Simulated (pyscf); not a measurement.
PySCF, gas phase, ωB97X-D3(BJ)/def2-SVP geometries.

**Question.** PBE/def2-TZVP puts the barrier of `[OH][B]([Cl])[Cl]` + `[H][H]` → `[Cl][BH][Cl]` + `[OH2]` (four-centre exchange; singlet surface; B–O, H–H broken, B–H, H–O formed) at 169.5 kJ/mol and the reaction energy at +112.9 kJ/mol, from the separated reactants. What do r²SCAN/def2-TZVP, PBE0-D3(BJ)/def2-TZVP, ωB97M-D3(BJ)/def2-TZVP give on the same structures?

**Answer.** r²SCAN: ΔE‡ = 181.8 kJ/mol, ΔE = +121.9 kJ/mol; PBE0-D3(BJ): ΔE‡ = 175.0 kJ/mol, ΔE = +113.3 kJ/mol; ωB97M-D3(BJ): ΔE‡ = 191.3 kJ/mol, ΔE = +115.1 kJ/mol. PBE's barrier lies under all of them, by 5.5 to 21.8 kJ/mol. Its reaction energy matches one of them and lies within 9.0 kJ/mol of the others. On the product side the descent ends in an adduct with a B–O contact, 50.6 kJ/mol under the separated species and 127.5 kJ/mol under the saddle at ωB97X-D3(BJ)/def2-TZVP. What is counted as broken (B–O) persists as a longer contact in the product adduct; parting that adduct is a step of its own. At the saddle there is also a short B–H contact that neither side keeps. This is the saddle that the search found; another between the same sides may lie lower.
